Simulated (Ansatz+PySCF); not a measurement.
The numbers below are computed, except where a source is named.
## Ansatz (development build ahead of 0.2.0) run

```yaml
crystal:
  periodic: [false, false, false]
  atoms:
    - { symbol: B, position_ang: [-0.02634, 0.03043, -0.75719] }
    - { symbol: B, position_ang: [0.03407, -0.02658, 0.76171] }
basis:
  gaussian: { orbitals: def2-SVP }
magnetization:
  spin_polarized: true
  initial_magnetization: 2
hamiltonian:
  xc: pbe0
scf:
  omitted_lower_state_checks: [starts, atomic_configurations, cluster_reference, orbital_swaps, given_window_search, neighbouring_geometries, increment]
output:
  forces: true
```

The input is written out in the form of the current development build from the run's settings.

The run gave:

| Item | Value |
| --- | --- |
| Converged | yes |
| Total energy | -49.29943 hartree |
| Spin squared of the determinant | 2.767 |
| Stability test | minimum |

Forces (eV/Å):
| atom | Fx | Fy | Fz |
| --- | --- | --- | --- |
| B1 | -0.063 | 0.060 | -1.590 |
| B2 | 0.063 | -0.060 | 1.590 |

Caution: the unrestricted determinant is spin contaminated.
